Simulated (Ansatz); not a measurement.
An Ansatz input:

```yaml
crystal:
  lattice:
    - [-1.4070623699, 1.4070623699, 1.4070623699]
    - [1.4070623699, -1.4070623699, 1.4070623699]
    - [1.4070623699, 1.4070623699, -1.4070623699]
  atoms:
    - { symbol: Cr, position: [0.0, 0.0, 0.0], spin: 1.5 }
hamiltonian:
  xc: pbesol
  pseudopotentials:
    kind: paw
    azcp:
      Cr: "pseudopotentials/Cr.paw.azcp"
basis:
  ecutwfc: 420
  fft_grid_basis: typed
kpoints:
  mp_grid: { grid: [26, 26, 26], shift: [0, 0, 0] }
magnetization:
  spin_polarized: true
scf:
  occupations: { method: fermi_dirac, width: 0.05 }
```

and its output:

```
Warning: the record states the generating functional pbe (its physics header spells it `PBE`), which answers neither for hamiltonian.xc's functional nor for the pbesol family's — results may be inconsistent (PPs are generated against a specific XC)
Engine: ansatz 0.2.0, aarch64-unknown-linux-gnu
Pseudopotentials: kind: paw
Pseudopotential: Cr, paw, valence charge 14, recommended cutoff 420 eV (normal) 
Functional definition: PBEsol
  exchange = pbesol_x
  correlation = pbesol_c
Crystal: 1 atoms, lattice volume = 11.143 Å³
Basis set: ecut = 420 eV, 225 PW (Γ)
Bands: 12, of which v1, the nominal top of the filled ones, is band 7 counted from 1 (6 counted from 0)
Symmetry: 48 space group operations
Space group: Im-3m (ITA 229), of the structure as read, at distance tolerance 2.2e-5 Å
Magnetic group: BNS 229.140 (UNI 1642), of the structure as read, at distance tolerance 2.2e-5 Å
k-points: 511 of 17576
Non-local potential: Cr, projectors of the file, l = 0: 3, l = 1: 2, l = 2: 3, l = 3: 1
PAW form: soft (Blöchl's): semilocal exchange-correlation on the pseudo side does not see the compensation charge
PAW frozen core: Cr, regenerated for the run's functional, and the local potential with it (the file was generated under x = pbe(κ = 0.804, μ = 0.2195149727645171), c = pbe(β = 0.06672455060314922))
PAW one-centre angular grid: Cr, 590 points (default); XC on 64 Gauss nodes
Initial density: superposition of atomic densities (chi_scale 0.1, normalization cell)
Starting moments: Σ|m| = 1.5 μB on 1 of 1 site
Initial wavefunctions: pseudopotential atomic-orbital guess
Functional: x = pbesol(κ = 0.804, μ = 0.12345679012345678), c = pbesol(β = 0.046)
SCF iter   1: F=—  HF=-3352.322836 eV  |F-HF|=—  |Δ(HF+E_count)|=         —  Δρ=2.43e-1 (↑2.43e-1 ↓7.42e-2)  dr2=6.17e0  dr2_m=1.53e0  M=0.063 μB ∫|m|=0.065 μB  β_m=0.30  ethr=3.10e-3  ⟨swp⟩=3.9  Hψ=57479  notcnv=0
Mixer restart at iter 1: flushing history
SCF iter   2: F=—  HF=-3349.462704 eV  |F-HF|=—  |Δ(HF+E_count)|=    2.86e0  Δρ=1.04e-1 (↑1.04e-1 ↓7.10e-2)  dr2=3.11e-1  dr2_m=7.12e-1  M=0.085 μB ∫|m|=0.085 μB  β_m=0.37  ethr=3.10e-3  ⟨swp⟩=2.2  Hψ=32448  notcnv=0  defer=478
SCF iter   3: F=—  HF=-3349.220393 eV  |F-HF|=—  |Δ(HF+E_count)|=   2.42e-1  Δρ=4.79e-2 (↑4.55e-2 ↓4.79e-2)  dr2=1.81e-2  dr2_m=2.08e-1  M=0.059 μB ∫|m|=0.059 μB  β_m=0.59  ethr=2.22e-3  ⟨swp⟩=2.1  Hψ=20893  notcnv=0  defer=369
SCF iter   4: F=—  HF=-3349.195746 eV  |F-HF|=—  |Δ(HF+E_count)|=   2.46e-2  Δρ=2.75e-3 (↑2.75e-3 ↓2.60e-3)  dr2=3.46e-4  dr2_m=5.62e-4  M=0.007 μB ∫|m|=0.007 μB  β_m=0.80  ethr=1.30e-4  ⟨swp⟩=2.0  Hψ=23560  notcnv=0  defer=366
SCF iter   5: F=—  HF=-3349.196106 eV  |F-HF|=—  |Δ(HF+E_count)|=   3.60e-4  Δρ=1.22e-3 (↑1.22e-3 ↓9.97e-4)  dr2=4.16e-4  dr2_m=3.46e-6  M=0.001 μB ∫|m|=0.001 μB  β_m=0.82  ethr=2.47e-6  ⟨swp⟩=2.0  Hψ=22825  notcnv=0  defer=366
SCF iter   6: F=—  HF=-3349.196002 eV  |F-HF|=—  |Δ(HF+E_count)|=   1.04e-4  Δρ=9.29e-5 (↑6.61e-5 ↓9.29e-5)  dr2=5.16e-7  dr2_m=3.97e-7  M=0.000 μB ∫|m|=0.000 μB  β_m=0.91  ethr=2.47e-6  ⟨swp⟩=2.7  Hψ=18899  notcnv=0  defer=366
SCF iter   7: F=—  HF=-3349.196002 eV  |F-HF|=—  |Δ(HF+E_count)|=   5.61e-8  Δρ=2.62e-5 (↑1.30e-5 ↓2.62e-5)  dr2=5.27e-8  dr2_m=2.54e-8  M=0.000 μB ∫|m|=0.000 μB  β_m=0.96  ethr=3.68e-9  ⟨swp⟩=2.1  Hψ=18921  notcnv=0  defer=366
SCF iter   8: F=—  HF=-3349.196002 eV  |F-HF|=—  |Δ(HF+E_count)|=  9.99e-10  Δρ=1.68e-6 (↑1.68e-6 ↓1.47e-6)  dr2=1.72e-10  dr2_m=2.07e-10  M=0.000 μB ∫|m|=0.000 μB  β_m=0.97  ethr=3.77e-10  ⟨swp⟩=2.5  Hψ=18546  notcnv=0  defer=366
SCF iter   9: F=—  HF=-3349.196002 eV  |F-HF|=—  |Δ(HF+E_count)|=  1.06e-10  Δρ=2.75e-7 (↑2.75e-7 ↓1.87e-7)  dr2=9.20e-12  dr2_m=2.80e-12  M=0.000 μB ∫|m|=0.000 μB  β_m=0.98  ethr=1.23e-12  ⟨swp⟩=2.2  Hψ=18504  notcnv=0  defer=366
SCF iter  10: F=-3349.196002 eV  HF=-3349.196002 eV  |F-HF|=9.09e-13  |Δ(HF+E_count)|=  3.18e-12  Δρ=1.26e-8 (↑1.19e-8 ↓1.26e-8)  dr2=2.45e-14  dr2_m=7.04e-15  M=0.000 μB ∫|m|=0.000 μB  ethr=1.00e-12  ⟨swp⟩=1.0  Hψ=28616  notcnv=0
SCF 1 converged in 10 iterations: F = -3349.196002 eV  dr2 = 2.45e-14
WARN: the starting moments were not kept: the SCF closed with an absolute magnetisation of 7.5e-8 μB, where they sum to 1.5 μB in size (1 site). That is at most 0.1 of that sum. Measured as dr2_m measures the in/out step, that magnetisation stands 3.1e-15 eV from none, at or under the dr2_threshold of 1.0e-7 eV: it is no larger than a step whose dr2_m would equal this threshold. The system may hold no moment; this SCF shows only that its start led to no more than that. To try another start: raise the starting moments (crystal.atoms[].spin, magnetization.per_species, magnetization.initial_magnetization, or on a non-collinear deck that types none of these the spinor_matrix: blocks that start its atoms; where the total moment is fixed, keep their sum and leave initial_magnetization as it is; typed ones take the place of any that the run laid by itself, positive ones on a crystal's lanthanoids without a Hubbard term where scf.initial_density.shell_occupations: [] is typed) or, if the notice of its spin-set hold's release reads "site moments contracting" or "site moments show no strong build", lengthen the hold (scf.mixing.spin_hold: { on: { confirm: 4 } }; for m-r²SCAN on two components see the key's manual first). Each may lead to a state that holds a moment. A second SCF, from the converged charge density, with the starting moments and any scf.initial_density.shell_occupations laid on it anew, would have followed, and was not run: the deck does not ask for one (magnetization.retry_lost_moments is false, the default). To let it run, set magnetization.retry_lost_moments: true and run the deck again, where that key's refused combinations let it; where memory then withholds it, that run's warning says so.
SCF converged after 10 iterations
Magnetization: 0.0000 μB (7.0000 up, 7.0000 down)
Absolute magnetization: 0.0000 μB (∫|ρ↑−ρ↓|, with the PAW one-centre terms)
Spin contamination: 0.0000 ħ² per cell (⟨S²⟩ above its minimum at these occupations)
Per-site moments (μB) at R_I (Å): [(5.0099023979673133e-8, 1.005305199560093)]
Free energy (F): -3349.196002 eV
Harris-Foulkes:  -3349.196002 eV  (|F-HF|=9.09e-13)
Internal energy: -3349.189767 eV  (E = F + TS)
E sigma→0 (E₀):  -3349.192884 eV
Entropy (-TS):   -0.006236 eV (-6.236 meV/atom)
Fermi energy:    20.123903 eV
--- Per-component energies (eV) ---
  E_band       = -134.231435
  E_kinetic    = 344.490869
  E_local      = -1143.555031  (includes V_loc(G=0)·N_el)
  E_nonlocal   = 80.104272
  E_hartree    = 501.278197
  E_xc         = -139.660462
  E_vxc        = -178.981996  (∫ρ·V_xc dr)
  E_paw        = -1167.085390  (= ΣΔE_a)
  E_vpaw       = -238.846317  (= ΣTr[D̂ρ^β])
  E_aug_tail   = 0.000367  (compensation charges beyond the density's cutoff)
  E_ewald      = -1824.922589
  E_core_change = 0.160000  (= ΣΔE_core)
  E_smearing   = -0.006236  (= −TS)
  E_closure    = 0.000000  (closes the sum)
  Σ components = -3349.196002   (vs F -3349.196002, Δ=0.00e0)
```
